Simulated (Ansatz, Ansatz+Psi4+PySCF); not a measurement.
| atom | x (Å) | y (Å) | z (Å) |
| --- | --- | --- | --- |
| B | 0.0000 | 0.0000 | -1.4433 |
| C | 0.0000 | 0.0000 | 0.1973 |
| O | 0.0000 | 0.0000 | 1.4198 |
| H | 0.0000 | -1.2756 | -1.7751 |
| H | -1.1047 | 0.6378 | -1.7751 |
| H | 1.1047 | 0.6378 | -1.7751 |

Basis set: cc-pVTZ (spherical functions). Correlated methods keep 3 orbitals frozen. Charge 0, multiplicity 1.

Computed with Ansatz (development build ahead of 0.2.0); each method stands on the lowest determinant of its kind that the runs found. Restricted open shells among the atoms or ions are ROHF, correlated in semicanonical orbitals with singles.

Give the atomization energy at this shape (free ground-state atoms in the same class of orbitals less the molecule, no zero-point energy) of singlet CH₃BO by RHF-MP2, RHF.

```csv
method,atomization energy
RHF-MP2,2290.0 kJ/mol
RHF,1648.3 kJ/mol
```

Caution: no unrestricted run beside it, a lower state can exist; the shape is not the minimum.
